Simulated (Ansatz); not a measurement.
## NaCl (Fm-3m)

All numbers below come from DFT PBEsol, scalar-relativistic, plane waves, PAW in Ansatz 0.2.0.

Plane waves to 420 eV, a k mesh through Γ of 8×8×8 on the computed 2-atom cell and Gaussian smearing (0.02 eV); no spin polarisation.

The structure is relaxed at this level of theory with its symmetry kept.

```cif
data_structure
_symmetry_space_group_name_H-M 'Fm-3m'
_symmetry_Int_Tables_number 225
_cell_length_a 5.6019
_cell_length_b 5.6019
_cell_length_c 5.6019
_cell_angle_alpha 90.000
_cell_angle_beta 90.000
_cell_angle_gamma 90.000
_cell_volume 175.80
loop_
_atom_site_label
_atom_site_type_symbol
_atom_site_symmetry_multiplicity
_atom_site_Wyckoff_symbol
_atom_site_fract_x
_atom_site_fract_y
_atom_site_fract_z
_atom_site_occupancy
Na1 Na 4 a 0.00000 0.00000 0.00000 1
Cl1 Cl 4 b 0.50000 0.00000 0.00000 1
```

```json
{"Space group": "Fm-3m (No. 225)", "Volume per atom": "148.3 bohr³", "Formation energy from the elements' standard states (uncorrected)": "-1.853 eV/atom", "Kohn–Sham band gap": "5.01 eV, direct at Γ", "Löwdin character of the top 1 eV of the valence band": "Cl 3p 99 %", "Löwdin character of the lowest 1 eV of the conduction band": "Na 3s 71 %, Cl 3s 20 %", "Electron masses at the edge by Cartesian direction of the standard setting (m_e; degenerate bands sorted by energy; no spin-orbit coupling)": "x: 0.39; y: 0.39; z: 0.39", "Hole masses at the edge by Cartesian direction of the standard setting (m_e; degenerate bands sorted by energy; no spin-orbit coupling)": "x: 2.7, 2.7, 0.60; y: 2.7, 2.7, 0.60; z: 2.7, 2.7, 0.60", "Bulk modulus": "25.8 GPa", "Its pressure derivative": "4.7", "Electronic dielectric constant xx, yy, zz of the standard setting (independent particles)": "2.8, 2.8, 2.8", "Bader charges (e)": "Na (1 in the cell) 0.87, Cl (1 in the cell) -0.87"}
```